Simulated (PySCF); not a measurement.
**How methods differ on the ionisation energy of Cl**

Cl [Ne] 3s2 3p5 (2P) → Cl+ [Ne] 3s2 3p4 (3P), as a difference of total energies. Computed with PySCF 2.14 in x2c-TZVPPall (5s5p3d1f, 42 functions), with the spin-free X2C one-electron Hamiltonian (Gaussian nucleus). Correlated levels: valence: [Ne] frozen; valence and next inner shell: 1s2 frozen. The calculations carry no spin-orbit coupling.

```csv
method,ionisation energy (eV),error (eV)
UHF,11.759,-1.215
LDA,13.177,+0.203
PBE,12.939,-0.035
PBE0,12.935,-0.039
r2SCAN,12.994,+0.020
MN15,13.025,+0.051
M06,12.882,-0.092
revPBE,12.879,-0.095
B3LYP,13.039,+0.065
ROHF,11.782,-1.192
MP2 (valence),12.703,-0.271
SCS-MP2 (valence),12.702,-0.272
MP2 (valence and next inner shell),12.714,-0.260
SCS-MP2 (valence and next inner shell),12.707,-0.267
```

Reference: 12.974 eV (measured; NIST levels, between the centres of gravity of the two terms).

Errors of the correlated levels include the incompleteness of this basis and the frozen core.
